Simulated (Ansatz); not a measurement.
A calculation with Ansatz (development build ahead of 0.2.0).

```yaml
crystal:
  periodic: [false, false, false]
  atoms:
    - { symbol: B, position_ang: [0.0, 0.0, -0.74694] }
    - { symbol: F, position_ang: [0.0, 0.0, 0.41496] }
basis:
  gaussian: { orbitals: STO-3G }
hamiltonian:
  xc: hf
```

The input is written out in the form of the current development build from the run's settings.

The run gave:

```
Converged                       : yes
Total energy                    : -122.34655 hartree
Spin squared of the determinant : 0.000
```
